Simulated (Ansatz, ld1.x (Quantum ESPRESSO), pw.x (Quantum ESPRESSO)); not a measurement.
**Which Mg potential is closest to all-electron in the fcc crystal?**

All use PBEsol, scalar-relativistic, no spin, cutoffs from each file’s atomic test, pw.x 7.5; 13³ k-points, Fermi–Dirac smearing 0.01 Ry. Δ is the rms difference from all-electron LAPW of the E(V) curves that follow from fits to the pressures, over ±6 % in volume. Mesh and smearing are coarse and serve the comparison alone. The files are a selection: those with a ghost or negative overlap were mostly not run, and those with noisy or unconverged pressures or nearly equal Δ are left out.

All-electron: a0 = 4.495 Å (V0 = 22.71 Å³/atom), B0 = 36.4 GPa.

(1) Rank them by Δ, smallest first.
A. norm-conserving Troullier–Martins (Kleinman–Bylander form), ld1.x (Quantum ESPRESSO) 7.5, PBEsol; core [Ne], reference 3s1.75 3p0; waves: 3s (bound): rc 2.75 bohr; 3p (bound, empty): rc 3.45 bohr; 3d channel at 0.05 Ry: rc 2.60 bohr; local part: the d channel; core correction: none.
B. norm-conserving RRKJ (Kleinman–Bylander form), ld1.x (Quantum ESPRESSO) 7.5, PBEsol; core [Ne], reference 3s2 3p0; waves: 3s (bound): rc 2.20 bohr; 3p (bound, empty): rc 3.95 bohr; 3d channel at 0.1 Ry: rc 3.15 bohr; local part: all-electron potential smoothed inside 1.85 bohr (lloc = -1); core correction: a·sin(br)/r model core inside 1.95 bohr; rho0 0.001.
C. norm-conserving Troullier–Martins (Kleinman–Bylander form), ld1.x (Quantum ESPRESSO) 7.5, PBEsol; core [Ne], reference 3s1.75 3p0.25; waves: 3p (bound): rc 2.40 bohr; 3d channel at -0.2 Ry: rc 2.85 bohr; 3s (bound): rc 2.80 bohr; local part: the s channel; core correction: none.
D. ultrasoft, ld1.x (Quantum ESPRESSO) 7.5, PBEsol; core [Ne], reference 3s2 3p0; waves: 3s (bound): rcut 1.95, rcutus 2.55 bohr; 3s channel at 0.05 Ry: rcut 1.95, rcutus 2.55 bohr; 3p (bound, empty): rcut 1.85, rcutus 2.45 bohr; 3p channel at 0.3 Ry: rcut 1.85, rcutus 2.45 bohr; 3d channel at -0.15 Ry: rcut 2.05, rcutus 2.55 bohr; 3d channel at 0.3 Ry: rcut 2.05, rcutus 2.55 bohr; local part: all-electron potential smoothed inside 2.40 bohr (lloc = -1); core correction: Bessel-smoothed model core, default radius (core density twice the valence density); augmentation: PSQ, inside the norm-conserving radii.
E. norm-conserving Troullier–Martins (Kleinman–Bylander form), ld1.x (Quantum ESPRESSO) 7.5, PBEsol; core [Ne], reference 3s2 3p0; waves: 3p (bound, empty): rc 2.85 bohr; 3d channel at 0.2 Ry: rc 2.80 bohr; 3s (bound): rc 2.85 bohr; local part: the s channel; core correction: Bessel-smoothed model core inside 1.60 bohr.

## Answers

(1) D (0.2 meV/atom), A (0.3 meV/atom), B (2.2 meV/atom), C (3.3 meV/atom), E (5.8 meV/atom).
